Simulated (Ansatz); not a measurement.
# SiClF+ (quartet): wave-function methods side by side, cc-pVDZ

An exercise on one series of results from a longer session: the logs are not shown, and one member is left open.

Computed with Ansatz 0.2.0, Gaussian basis. Level: cc-pVDZ, core rule «outside noble gas», up to 11 orbitals frozen.

The runs, in order: UHF; CCSD(T) on ROHF; CCSD(T) on UHF; BCCD(T) on ROHF; CISD; CCSDT(Q) on ROHF; CCSDT(Q) on UHF.

35 further runs of the same task are left out: 17 for a known fault of the program, 8 that didn't finish, 10 set aside as unsound or not needed.

### What is computed

The geometry is a PBE0/def2-TZVP stationary point (not a proven minimum) of the parent state, kept for this charge and spin.

3 atoms, charge 1, spin multiplicity 4.

Atoms are counted from 1 here; the program's logs count them from 0.

Bond lengths: Cl1–Si2 2.041 Å, Si2–F3 1.602 Å. Angles: Cl1–Si2–F3 116.3°.

The first run:

File in.yaml:

```yaml
crystal:
  periodic: [false, false, false]
  atoms:
    - {symbol: Cl, position_ang: [0.000000, -0.165216, 1.357873]}
    - {symbol: Si, position_ang: [0.000000, 0.563381, -0.548185]}
    - {symbol: F, position_ang: [0.000000, -0.524541, -1.723546]}
basis:
  gaussian: {orbitals: cc-pVDZ}
total_charge: 1
magnetization: {spin_polarized: true, initial_magnetization: 3}
hamiltonian: {xc: hf}
output: {orbitals: {seedname: orbitals}}
```

Launch:

```sh
$ ansatz run in.yaml --threads 1 --pin off --events-out ev --progress --plain --max-ram 2393MiB
```

Among the steps run: UHF; CCSD(T) on ROHF; CCSD(T) on UHF; BCCD(T) on ROHF; CISD; CCSDT(Q) on ROHF; CCSDT(Q) on UHF.

One table of the session follows, with a row left open; its other results are not shown here.

It belongs to the step «Misses and costs». 

| method | from UCCSDT(Q) (kJ/mol) |
| --- | --- |
| ROHF | +1005.2 |
| UHF | +990.1 |
| RMP2 | +84.8 |
| UMP2 | +86.0 |
| CISD | +108.5 |
| RCCSD | ? |
| UCCSD | +24.5 |
| RCCSD(T) | +4.8 |
| UCCSD(T) | +4.8 |
| BCCD(T) | +4.4 |
| RCCSDT | +2.2 |
| UCCSDT | +2.1 |
| RCCSDT(Q) | +0.5 |
| UCCSDT(Q) | 0 |

**Question.** Estimate the row for RCCSD.

**Answer.** from UCCSDT(Q) (kJ/mol): +24.8. In the column «from UCCSDT(Q) (kJ/mol)» it lies between UCCSD (+24.5) and RMP2 (+84.8).

Caveats from the session: Restricted and unrestricted rows rest on different reference determinants; where their highest levels disagree by more than a few hundredths of an eV, they describe different states and don't form one ladder.
